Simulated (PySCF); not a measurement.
benzene (C₆H₆), SMILES c1ccccc1. Atoms are numbered in the order given.

```xyz
12

C     -1.3987     0.0000     0.0000
C     -0.6994    -1.2113     0.0000
C      0.6994    -1.2113     0.0000
C      1.3987     0.0000     0.0000
C      0.6994     1.2113     0.0000
C     -0.6994     1.2113     0.0000
H     -2.4929     0.0000     0.0000
H     -1.2465    -2.1589     0.0000
H      1.2465    -2.1589     0.0000
H      2.4929     0.0000     0.0000
H      1.2465     2.1589     0.0000
H     -1.2465     2.1589     0.0000
```
Charge 0, spin multiplicity 1.

Coordinates come from a r2SCAN-D4/def2-SVP optimisation.

Method: PySCF with r2SCAN-D4/def2-SVP.

No scaling factor is applied to the harmonic values.

Modes within 1.5 cm⁻¹ of each other (mostly degenerate sets) share a row, with their intensities summed.

| mode | ν (cm⁻¹) | IR (km/mol) | Raman (Å⁴/amu) | depolarisation | moving atoms (share of kinetic energy) |
|---|---|---|---|---|---|
| 1–2 | 411 | 0.0 | 0.0 | – | C 71 %, H 29 % |
| 3–4 | 616 | 0.0 | 7.3 | 0.75 | C 91 %, H 9 % |
| 5 | 682 | 95.1 | 0.0 | – | H 92 % |
| 6 | 733 | 0.0 | 0.0 | – | C 79 %, H 21 % |
| 7–8 | 861 | 0.0 | 3.8 | 0.75 | H 79 %, C 21 % |
| 9–10 | 988 | 0.0 | 0.0 | – | H 71 %, C 29 % |
| 11 | 1011 | 0.0 | 0.0 | – | C 92 % |
| 12–13 | 1022 | 0.0 | 55.3 | – | H 79 %, C 21 % |
| 14–15 | 1060 | 12.3 | 0.0 | – | H 59 %, C 41 % |
| 16 | 1160 | 0.0 | 0.0 | – | H 97 % |
| 17–18 | 1184 | 0.0 | 19.4 | 0.75 | H 89 %, C 11 % |
| 19 | 1358 | 0.0 | 0.0 | – | H 79 %, C 21 % |
| 20 | 1402 | 0.0 | 0.0 | – | C 97 % |
| 21–22 | 1505 | 14.8 | 0.0 | – | C 58 %, H 42 % |
| 23–24 | 1652 | 0.0 | 21.4 | 0.75 | C 90 %, H 10 % |
| 25 | 3168 | 0.0 | 0.0 | – | H 92 % |
| 26–27 | 3178 | 0.0 | 293.9 | 0.75 | H 92 %, C 8 % |
| 28–29 | 3193 | 58.4 | 0.0 | – | H 91 %, C 9 % |
| 30 | 3202 | 0.0 | 418.4 | 0.10 | H 91 %, C 9 % |
